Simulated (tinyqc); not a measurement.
Stretching all distances: RHF, UHF, MP2, CISD and CCSD against full CI in the sto-3g basis, for HF, spin multiplicity 1. Computed by the program tinyqc with PySCF. Command: `OMP_NUM_THREADS=1 python tinyqc.py 113354 113355 out.jsonl`; one thread of a shared host (Intel(R) Xeon(R) Processor @ 2.60GHz), about 5 s.

Geometry (angstrom):

| atom | x | y | z |
|---|---|---|---|
| F | 0.0000 | 0.0000 | 0.0000 |
| H | 0.0000 | 0.0000 | 0.8510 |

All coordinates are multiplied by the scale. c0^2 is the weight of the RHF determinant in the lowest singlet FCI state (UHF is spin-contaminated and may lie near states of higher spin) and n(LUMO) the first natural occupation beyond the occupied space.

Full CI energy (hartree) and errors against it (kcal/mol):

| scale | distance 1-2 (angstrom) | E(FCI) | RHF | UHF | MP2 | CISD | CCSD | <S^2> UHF | c0^2 | n(LUMO) |
|---|---|---|---|---|---|---|---|---|---|---|
| 0.8500 | 0.7234 | -98.471559 | 8.8436 | 8.8436 | 2.3909 | 0.0000 | 0.0000 | 0.0000 | 0.9942 | 0.0115 |
| 1.0700 | 0.9106 | -98.595353 | 15.9129 | 15.9129 | 5.2042 | 0.0000 | 0.0000 | 0.0000 | 0.9854 | 0.0288 |
| 1.2900 | 1.0978 | -98.595423 | 26.7850 | 26.7850 | 10.1015 | 0.0000 | 0.0000 | 0.0000 | 0.9665 | 0.0659 |
| 1.5100 | 1.2850 | -98.561247 | 42.2022 | 38.0219 | 17.5534 | 0.0000 | 0.0000 | 0.3025 | 0.9319 | 0.1343 |
| 1.7200 | 1.4637 | -98.525875 | 61.2869 | 31.7161 | 26.9000 | 0.0000 | 0.0000 | 0.6665 | 0.8811 | 0.2351 |
| 1.9400 | 1.6509 | -98.496031 | 85.1264 | 20.3668 | 37.9633 | 0.0000 | 0.0000 | 0.8446 | 0.8122 | 0.3724 |
| 2.1600 | 1.8382 | -98.476171 | 110.7981 | 11.3314 | 48.0379 | 0.0000 | 0.0000 | 0.9281 | 0.7380 | 0.5205 |
| 2.3800 | 2.0254 | -98.464747 | 135.5054 | 5.7871 | 54.4352 | 0.0000 | 0.0000 | 0.9670 | 0.6715 | 0.6534 |

UHF parts from RHF first at scale 1.51 of those listed, where <S^2> leaves zero. The weight c0^2 goes from 0.99 to 0.67 and n(LUMO) from 0.01 to 0.65: static correlation grows as the bonds break into open-shell fragments. The spread of the error along the curve, which distorts its shape, is CISD 0.0, CCSD 0.0, UHF 32.2, MP2 52.0, RHF 126.7 kcal/mol. With one virtual orbital CISD and CCSD are exact.
